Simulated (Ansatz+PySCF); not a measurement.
Values are calculated unless marked as measured or tabulated.
Input for PySCF 2.14.0:

```python
from pyscf import gto, scf, mp

mol = gto.M(atom="""
C 0.000000 0.000000 0.230510
H -0.556560 0.000000 -0.840080
H 0.556560 0.000000 -0.840080
H 0.000000 -0.963290 0.724820
H 0.000000 0.963290 0.724820
""", basis='cc-pvtz', charge=1, spin=1)
mf = scf.UHF(mol)
mf.kernel()
pt = mp.MP2(mf, frozen=1).run()
print(mf.e_tot, pt.e_corr, pt.e_tot)
```

The script is written out from the run's settings.

Results

```json
{
 "Converged": "yes",
 "Reference energy": "-39.78364 hartree",
 "Correlation energy": "-0.16005 hartree",
 "Total energy": "-39.94368 hartree",
 "Spin squared of the determinant": "0.757"
}
```

Caution: MP2 on this radical cation hangs on the determinant chosen.
